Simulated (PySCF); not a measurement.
Below is a simulated gas-phase N 1s photoelectron spectrum of `CN(C)CCN`.

Every computed line was given a Gaussian of 0.4 eV full width at half maximum and an area set by the number of equivalent atoms; the highest printed point is 100. Level of theory: delta-SCF UKS SCAN, pcX-2 on the ionised atom, pcseg-1 elsewhere, spin-free X2C (PySCF 2.14.0).

binding energy (eV), intensity and a bar:
```
    404.0          0 
    404.1          1 
    404.2          5 #
    404.3         16 #####
    404.4         40 ############
    404.5         74 ######################
    404.6        100 ##############################
    404.7        100 ##############################
    404.8         73 ######################
    404.9         39 ############
    405.0         15 #####
    405.1          4 #
    405.2          1 
    405.3          0
```

How many maxima does the curve show, and how many computed lines lie under it?

The curve has 1 maximum (at 404.6 eV). Under it lie 2 lines from 2 inequivalent nitrogen sites. At this width some lines have no maximum of their own.

Decompose the envelope and assign each component. Numbering: `[CH3:1][N:2]([CH3:3])[CH2:4][CH2:5][NH2:6]`.

```tsv
position (eV)	relative area	line	atoms	environment
404.59	1	N 1s	N6	primary amine nitrogen
404.71	1	N 1s	N2	tertiary amine nitrogen
```

Above which line width would these two lines show one maximum?

Two equal Gaussians merge once their distance is under 2σ = FWHM/1.177. With 0.12 eV between them that is a full width over 0.14 eV.

The 2 N 1s values lie within 0.12 eV of each other; Gaussian lines of 0.5 eV full width would blend them into one maximum.

No satellites, vibrations or lifetime broadening are included. The structure is a single PBE0-D3(BJ)/def2-SVP conformer in the gas phase; no vibrational or solvent corrections.

Conformer computed: `[CH3:1][N:2]([CH3:3])[CH2:4][CH2:5][NH2:6]`: C1–N2–C4–C5 -159°, N2–C4–C5–N6 56°, H–N6–C5–C4 66°, H–N6–C5–C4 -47°.
